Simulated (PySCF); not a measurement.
Consider `COC=P` (C2H5OP). Non-hydrogen atoms are numbered in `[CH3:1][O:2][CH:3]=[PH:4]`.

Computed at ωB97X-D3(BJ)/def2-TZVP // PBE0-D3(BJ)/def2-SVP with PySCF (density fitting, grid level 2). Zero-point and thermal terms (298.15 K, 1 bar) come from unscaled PBE0-D3(BJ)/def2-SVP harmonic frequencies, with soft modes damped to free rotors in the entropy.

Question: Rank these of its sites by proton affinity, highest first.
A. O2 (ether oxygen)
B. P4 (phosphorus)

Answer: B (853 kJ/mol), A (735 kJ/mol).

Question: For O2 (ether oxygen), what are ΔE (electronic) and ΔG(298 K) of removing the proton again?

Answer: ΔE = 761 and ΔG = 707 kJ/mol, beside ΔH = 735 kJ/mol. The protonated species is `C[OH+]C=P`.

Question: Of those listed, which site of protonation is favoured in 1,4-dioxane (IEF-PCM), and by how much?

Answer: P4 (phosphorus), by 108 kJ/mol over O2 (ether oxygen); the gas phase favours the same one.

---

Consider `F/C=C\F` (C2H2F2). Numbering: `[F:1]/[CH:2]=[CH:3]\[F:4]`

Energies: ωB97X-D3(BJ)/def2-TZVP (PySCF, density fitting, integration grid level 2) on PBE0-D3(BJ)/def2-SVP structures. Zero-point and thermal terms (298.15 K, 1 bar) come from unscaled PBE0-D3(BJ)/def2-SVP harmonic frequencies, with soft modes damped to free rotors in the entropy.

(1) Rank these of its sites by proton affinity, highest first.
A. C2 (alkene carbon)
B. F1 (fluorine)

(2) For C2 (alkene carbon), what are ΔE (electronic) and ΔG(298 K) of removing the proton again?

(3) Of those listed, which site of protonation is favoured in cyclohexane (IEF-PCM), and by how much?

Answers

(1) A (673 kJ/mol), B (561 kJ/mol).

(2) ΔE = 695 and ΔG = 644 kJ/mol, beside ΔH = 673 kJ/mol. The protonated species is `FCC=[F+]`.

(3) C2 (alkene carbon), by 115 kJ/mol over F1 (fluorine); the gas phase favours the same one.

---

Consider `PBCl` (BClH3P). Atom numbers as in the mapped SMILES `[PH2:1][BH:2][Cl:3]`.

Computed at B3LYP-D3(BJ)/def2-TZVP // GFN2-xTB with PySCF (density fitting, grid level 2). Thermal corrections: GFN2-xTB frequencies, unscaled, ideal gas at 298.15 K and 1 bar, quasi-RRHO entropy.

Problem. Rank these of its sites by proton affinity, highest first.
A. Cl3 (chlorine)
B. P1 (phosphorus)

Solution. B (808 kJ/mol), A (634 kJ/mol).

Problem. For Cl3 (chlorine), what are ΔE (electronic) and ΔG(298 K) of removing the proton again?

Solution. ΔE = 649 and ΔG = 605 kJ/mol, beside ΔH = 634 kJ/mol. The protonated species is `PB[ClH+]`.

Problem. Of those listed, which site of protonation is favoured in cyclohexane (IEF-PCM), and by how much?

Solution. P1 (phosphorus), by 176 kJ/mol over Cl3 (chlorine); the gas phase favours the same one.

Caveats: protonation of a hydridic H, with loss of H₂, was not considered.
